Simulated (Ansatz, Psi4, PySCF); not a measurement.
Molecule: trans-ethylamine, C$_{2}$H$_{7}$N, charge 0, multiplicity 1. SMILES: CCN
Geometry: optimised at B3LYP-D3(BJ)/def2-TZVP (Ansatz, a first-principles code).

BP86/def2-SVP beside other levels, property by property. Set-up: open shells spin-unrestricted; atomisation electronic, to ground-state atoms; dispersion terms only where a functional's name holds one; valence correlation only; six Cartesian d functions in 6-31G* and its kin unless marked 5d; spin-orbit terms left out; non-relativistic. CBS(X,Y): correlation extrapolated as X^-3; Hartree-Fock from the larger set. [CCSD(T)-MP2]/basis is that difference in the basis named. First-principles rows: single points at B3LYP-D3(BJ) geometries (Ansatz), with unscaled harmonic terms from B3LYP/6-31G* at its own minima, enthalpies of formation by atomisation with measured atoms.

Measured values: G2/97 table in ASE (Curtiss et al.); G2/97 table in ASE (Curtiss et al.); G2/97 table in ASE (Curtiss et al.), the entry of H2N doubted and unchecked; NIST CCCBDB, as tabulated in the package chemicals; they hold spin-orbit and core effects, anharmonicity and other conformers. Coupled cluster (Ansatz) is a level with limits of its own, used here on species with T1 under 0.025 (0.045 for open shells) and stable references: (a) RI-MP2/CBS(aug-cc-pVTZ,aug-cc-pVQZ)+[CCSD(T)-MP2]/aug-cc-pVTZ; (b) RI-MP2/CBS(cc-pVTZ,cc-pVQZ)+[CCSD(T)-MP2]/cc-pVTZ.

```
property                                                                            BP86/def2-SVP (PySCF)  PBE/6-31G* (Ansatz)  B3LYP/6-31G* (Ansatz)  wB97X-D/6-31G* (Psi4)            to compare with
----------------------------------------------------------------------------------  ---------------------  -------------------  ---------------------  ---------------------  -------------------------
atomisation energy (kcal/mol)                                                                       904.7                888.7                  873.2                  875.2  878.3 coupled cluster (a)
C-N bond dissociation enthalpy at 298 K, to [CH2]C (C2H5) + [NH2] (NH2) (kcal/mol)                   85.6                 86.8                   80.9                   86.8              85.3 measured
C-H bond dissociation enthalpy at 298 K, to C[CH]N + H atom (kcal/mol)                               87.4                 87.7                   89.8                   91.2   92.7 coupled cluster (b)
C-C bond dissociation enthalpy at 298 K, to [CH3] (CH3) + [CH2]N (CH4N) (kcal/mol)                   79.8                 84.1                   79.8                   85.3   82.8 coupled cluster (a)
size of the dipole moment (D)                                                                        1.20                 1.34                   1.38                   1.44              1.22 measured
enthalpy of formation at 298 K (kcal/mol)                                                           -37.6                -21.6                   -6.1                   -8.0             -11.3 measured
C-H bond dissociation enthalpy at 298 K, to [CH2]CN + H atom (kcal/mol)                              99.5                 98.7                  100.4                  102.0  102.3 coupled cluster (b)
proton affinity at N (heteroatom site), enthalpy at 298 K, to CC[NH3+] (kcal/mol)                   220.3                221.5                  222.0                  223.9  218.4 coupled cluster (b)
```

As the rows show:
- atomisation energy: BP86/def2-SVP lies 26.4 kcal/mol above coupled cluster.
- C-N bond dissociation enthalpy at 298 K, to [CH2]C (C2H5) + [NH2] (NH2): BP86/def2-SVP lies 0.3 kcal/mol above the measured value.
- C-H bond dissociation enthalpy at 298 K, to C[CH]N + H atom: BP86/def2-SVP lies 5.3 kcal/mol below coupled cluster.
- C-C bond dissociation enthalpy at 298 K, to [CH3] (CH3) + [CH2]N (CH4N): BP86/def2-SVP lies 3.0 kcal/mol below coupled cluster.
- size of the dipole moment: BP86/def2-SVP lies 0.02 D below the measured value.
- enthalpy of formation at 298 K: BP86/def2-SVP lies 26.3 kcal/mol below the measured value.
- C-H bond dissociation enthalpy at 298 K, to [CH2]CN + H atom: BP86/def2-SVP lies 2.8 kcal/mol below coupled cluster.
- proton affinity at N (heteroatom site), enthalpy at 298 K, to CC[NH3+]: BP86/def2-SVP lies 1.9 kcal/mol above coupled cluster.

The properties are those with a value to compare with, at most eight drawn at random. No case is left out for the size of its miss. Left out are saddle points of the reference geometry, anions that the best level run finds unbound, excited spin states, species near biochemistry, cases with under five habitual levels, runs that failed or whose electronic state is in doubt, and table entries that another table contradicts.
